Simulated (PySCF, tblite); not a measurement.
# HCl: deprotonation

Wanted: deprotonation for HCl (`Cl`).

Computed with tblite 0.8.0 and PySCF 2.14.0 and routines of our own; the level stands in each step. Atoms count from 0.

### 1 The system as given

2 atoms, charge 0, multiplicity 1; geometry from: start built from the parent or by distance geometry.

### 2 Relaxing the molecule with GFN2-xTB

The job: settings as JSON, then the geometry in Å.

```
{"job": {"kind": "relax", "xc": "GFN2-xTB", "basis": "xTB"}, "charge": 0, "multiplicity": 1}
Cl     0.699100    -0.006100    -0.005300
H     -0.693600     0.008700    -0.023000
```

Started as:

```sh
> OMP_NUM_THREADS=1 python redox_run.py task.json out
```

One launch serves the whole session: the jobs run in the order shown.

The program printed:

```text
step      E/eV     max force
  0    -137.37103    1.914
  1    -137.45633    1.166
  2    -137.48713    0.590
  3    -137.49383    0.102
  4    -137.49406    0.007
```

It took 0.01 s on 1 thread of Arm Neoverse V2, shared host.

Step by step:

```
step  energy from step 0 (eV)  largest force (eV/Å)
   0                   0.0000                1.9143
   1                  -0.0853                1.1662
   2                  -0.1161                0.5901
   3                  -0.1228                0.1020
   4                  -0.1230                0.0070
```

The bond:

```csv
bond,before (Å),after (Å),change (Å)
Cl0–H1,1.393,1.277,-0.116
```

The end geometry stands in the next job.

### 3 Infrared spectrum with GFN2-xTB

The job: settings as JSON, then the geometry in Å.

```
{"job": {"kind": "ir", "xc": "GFN2-xTB", "basis": "xTB"}, "charge": 0, "multiplicity": 1}
Cl     0.641342    -0.005505    -0.006017
H     -0.635828     0.008042    -0.022280
```

The program printed:

```text
mode    cm-1     km/mol
  1    2510.1    146.90
ZPE 15.014  H(298)-E 23.690  G(298)-E -31.949 kJ/mol  S 186.62 J/(mol K)
```

Run time: 0.04 s. Hardware: 1 thread of Arm Neoverse V2, shared host.

The strongest bands and the atoms that carry them (share of the mass-weighted mode):

```
cm⁻¹  km/mol    atoms
2510   146.9  H1 97 %
```

### 4 Relaxing the molecule at PBE0-D3(BJ)/ma-def2-SVP

The job: settings as JSON, then the geometry in Å.

```
{"job": {"xc": "PBE0", "basis": "ma-def2-SVP", "d3": "d3bj", "grid": 1, "kind": "geom"}, "charge": 0, "multiplicity": 1}
Cl     0.641342    -0.005505    -0.006017
H     -0.635828     0.008042    -0.022280
```

The program printed:

```text
step   0  E = -460.51084969  max force = 0.006058
step   1  E = -460.51089113  max force = 0.002735
step   2  E = -460.51090257  max force = 0.000070
optimisation converged
```

Wall time 0.51 s (1 thread of Arm Neoverse V2, shared host).

The steps of the relaxation:

```csv
step,energy from step 0 (eV),largest force component (eV/Å)
0,0.0000,0.3115
1,-0.0011,0.1406
2,-0.0014,0.0036
```

The bond:

```csv
bond,before (Å),after (Å),change (Å)
Cl0–H1,1.277,1.287,+0.009
```

The end geometry stands in the next job.

```csv
at the end point,value
point group (found at 0.08 Å tolerance),Cinfv
"rotational constants (GHz, main isotopes)","311.6, 311.6"
dipole moment (D),1.48
```

### 5 Harmonic vibrations (HCl): PBE0-D3(BJ)/ma-def2-SVP

The job: settings as JSON, then the geometry in Å.

```
{"job": {"xc": "PBE0", "basis": "ma-def2-SVP", "d3": "d3bj", "grid": 2, "kind": "hessian"}, "charge": 0, "multiplicity": 1}
Cl     0.646203    -0.005784    -0.005662
H     -0.640412     0.008344    -0.022619
```

The program printed:

```text
coarse grid: 2248 points
cycle   1  E = -460.4556537667  dE = -5.330e-02  |g| = 1.768e-01  |ddm| = 1.016e+00
cycle   2  E = -460.4591991920  dE = -3.545e-03  |g| = 1.587e-01  |ddm| = 3.927e-01
cycle   3  E = -460.4663625666  dE = -7.163e-03  |g| = 4.773e-03  |ddm| = 1.792e-01
cycle   4  E = -460.4663674376  dE = -4.871e-06  |g| = 6.391e-04  |ddm| = 6.543e-03
final grid: 17120 points
cycle   5  E = -460.5108947706  dE = -1.403e-06  |g| = 9.750e-04  |ddm| = 3.964e-03
cycle   6  E = -460.5108948373  dE = -6.675e-08  |g| = 8.751e-04  |ddm| = 2.146e-03
cycle   7  E = -460.5108950387  dE = -2.014e-07  |g| = 2.442e-05  |ddm| = 9.910e-04
cycle   8  E = -460.5108950388  dE = -1.392e-10  |g| = 8.876e-06  |ddm| = 2.987e-05
cycle   9  E = -460.5108950388  dE = -2.274e-11  |g| = 2.838e-07  |ddm| = 8.902e-06
converged SCF energy = -460.5108950388

mode    cm-1
  1    3002.3
ZPE 17.958  H(298)-E 26.634  G(298)-E -29.042 kJ/mol  S 186.74 J/(mol K)
```

Wall time 1 s (1 thread of Arm Neoverse V2, shared host).

Zero-point energy 17.96 kJ/mol (xTB gave 15.01).

### 6 Single point (HCl): wB97X-D3(BJ)/ma-def2-TZVP

Geometry: PBE0-D3(BJ)/ma-def2-SVP.

The job: settings as JSON, then the geometry in Å.

```
{"job": {"kind": "sp", "xc": "wB97X", "basis": "ma-def2-TZVP", "d3": "d3bj", "grid": 2}, "charge": 0, "multiplicity": 1}
Cl     0.646203    -0.005784    -0.005662
H     -0.640412     0.008344    -0.022619
```

The program printed:

```text
coarse grid: 2248 points
cycle   1  E = -460.8125449507  dE = -8.764e-02  |g| = 2.193e-01  |ddm| = 7.506e-01
cycle   2  E = -460.8252277772  dE = -1.268e-02  |g| = 1.331e-01  |ddm| = 2.827e-01
cycle   3  E = -460.8291994956  dE = -3.972e-03  |g| = 1.390e-02  |ddm| = 9.067e-02
cycle   4  E = -460.8292474332  dE = -4.794e-05  |g| = 3.550e-03  |ddm| = 1.257e-02
cycle   5  E = -460.8292547580  dE = -7.325e-06  |g| = 7.940e-04  |ddm| = 6.446e-03
final grid: 17120 points
cycle   6  E = -460.8258404783  dE = -8.400e-06  |g| = 4.472e-03  |ddm| = 7.664e-03
cycle   7  E = -460.8258414882  dE = -1.010e-06  |g| = 2.138e-03  |ddm| = 2.927e-03
cycle   8  E = -460.8258418866  dE = -3.984e-07  |g| = 9.194e-05  |ddm| = 1.235e-03
cycle   9  E = -460.8258418887  dE = -2.016e-09  |g| = 2.153e-05  |ddm| = 7.992e-05
converged SCF energy = -460.8258418887
```

Wall time 0.43 s (1 thread of Arm Neoverse V2, shared host).

The fields below are evaluated on a grid from the run's orbitals.

Frontier orbitals at wB97X/ma-def2-TZVP, with the share of their density that lies nearest to each atom:

```
orbital  energy (eV)            lies on
   HOMO       -12.09  Cl0 88 %; H1 12 %
   LUMO         2.17  H1 70 %; Cl0 30 %
```

ELF in a plane through or near 2 of the atoms.

Ten even steps from ' ' (0.00) to '@' (0.99):
```
                                                        
                                                        
                            ..::::::::..                
                        ..::--==++++++==::..            
                        ..::==++******++--::            
                  ......--==**##%%%%%%##++==..          
              ..--==++==++++##%%%%@@@@%%**++::..        
            ::++##%%%%%%##########%%%%%%##**--..        
            ++##@@@@@@@@%%%%++::--::==%%##**--..        
            **%%@@@@@@@@@@%%::======--**##**--..        
          ..**%%@@@@@@@@@@%%::==++==--**##**--..        
            ++##@@@@@@@@%%%%++::----==####**--..        
            ::==##%%%%%%##########%%%%%%##**--..        
              ..--======++++##%%%%@@@@%%**++::..        
                  ......--==**##%%%%%%##++==..          
                        ..::==++******++--::            
                        ..::--==++++++==::..            
                            ..::::::::..                
                                                        
                                                        
```
The map spans 6.5 Å across and 5.2 Å up, centred on the molecule. Atoms in the plane (x, y in Å): Cl0 (0.6, 0.0), H1 (-0.6, 0.0).

log10 of the density (e/Å³) in the same plane.

Ten even steps from ' ' (-4.0) to '@' (2.2):
```
                        ....................            
                    ....::::::::::::::::........        
                ......::::::----------::::::::....      
              ....::::::--------====--------::::....    
            ....::::::------============----::::....    
          ....::::----======++++++++++====------::....  
        ....::::--======++++++++****++++====----::....  
        ....::--====++++++**************++====--::::..  
        ..::----==++++********######****++++==----::....
      ....::----==++**********%%@@@@##**++++====--::....
      ....::----==++**********%%@@@@##**++++====--::....
        ..::----==++++********######****++++==----::....
        ..::::--====++++++**************++====--::::..  
        ....::::----====++++++++****++++====----::....  
          ....::::----======++++++++++====------::....  
            ....::::::------============----::::....    
              ....::::::--------====--------::::....    
                ......::::::----------::::::::....      
                    ....::::::::::::::::........        
                        ....................            
```
The map spans 6.5 Å across and 5.2 Å up, centred on the molecule. Atoms in the plane (x, y in Å): Cl0 (0.6, 0.0), H1 (-0.6, 0.0).

On the surface of density 0.002 e/bohr³ the electrostatic potential runs, from the 1st to the 99th percentile, from -0.48 V near Cl0 to 2.38 V near H1.

### 7 Single point (Cl−): wB97X-D3(BJ)/ma-def2-TZVP

Geometry: atom.

The job: settings as JSON, then the geometry in Å.

```
{"job": {"kind": "sp", "xc": "wB97X", "basis": "ma-def2-TZVP", "d3": "d3bj", "grid": 2}, "charge": -1, "multiplicity": 1}
Cl     0.000000     0.000000     0.000000
```

The program printed:

```text
coarse grid: 1624 points
cycle   1  E = -460.2341213828  dE = -2.320e-01  |g| = 3.862e-01  |ddm| = 3.443e-01
cycle   2  E = -460.2714628340  dE = -3.734e-02  |g| = 3.349e-01  |ddm| = 7.064e-01
cycle   3  E = -460.2919820733  dE = -2.052e-02  |g| = 3.178e-02  |ddm| = 2.450e-01
cycle   4  E = -460.2922012118  dE = -2.191e-04  |g| = 7.419e-03  |ddm| = 3.891e-02
cycle   5  E = -460.2922209983  dE = -1.979e-05  |g| = 1.054e-03  |ddm| = 1.815e-02
cycle   6  E = -460.2922216380  dE = -6.397e-07  |g| = 1.370e-04  |ddm| = 3.520e-03
final grid: 11752 points
cycle   7  E = -460.2890827677  dE = -7.162e-06  |g| = 4.497e-03  |ddm| = 7.037e-03
cycle   8  E = -460.2890837279  dE = -9.602e-07  |g| = 2.511e-03  |ddm| = 3.390e-03
cycle   9  E = -460.2890844465  dE = -7.185e-07  |g| = 1.335e-04  |ddm| = 1.629e-03
cycle  10  E = -460.2890844508  dE = -4.323e-09  |g| = 1.784e-05  |ddm| = 1.197e-04
converged SCF energy = -460.2890844508
```

Wall time 0.15 s (1 thread of Arm Neoverse V2, shared host).

### 8 Deprotonation: wB97X-D3(BJ)/ma-def2-TZVP

This step combines the energies above: geometries from PBE0-D3(BJ)/ma-def2-SVP, zero-point and thermal terms from PBE0-D3(BJ)/ma-def2-SVP.

The job: settings as JSON, then the geometry in Å.

```
{"job": {"kind": "ac", "geom": {"xc": "PBE0", "basis": "ma-def2-SVP", "d3": "d3bj", "grid": 1}, "hess": 1, "level": {"xc": "wB97X", "basis": "ma-def2-TZVP", "d3": "d3bj"}}, "charge": 0, "multiplicity": 1}
Cl     0.646203    -0.005784    -0.005662
H     -0.640412     0.008344    -0.022619
```

Output (the driver's rows laid out field by field):

```text
deprotonation site by site, wB97X-D3(BJ)/ma-def2-TZVP // PBE0-D3(BJ)/ma-def2-SVP

row 1
  formula                 Cl
  charge                  -1
  multiplicity            1
  smiles                  [Cl-]
  kept                    yes
  pieces                  1
  atom                    0
  element                 Cl
  electronic              1409.26
  enthalpy                1395.02
  free_energy             1372.54
  share_gas               1.0
```

Run time: 2.4 s. Hardware: 1 thread of Arm Neoverse V2, shared host.

Energy needed to remove a proton (kJ/mol, gas phase, 298 K for the thermal columns):

```csv
site,product,electronic,enthalpy,free energy
Cl0,[Cl-],1409.3,1395.0,1372.5
```

(Part 1 of 2 ends here.)
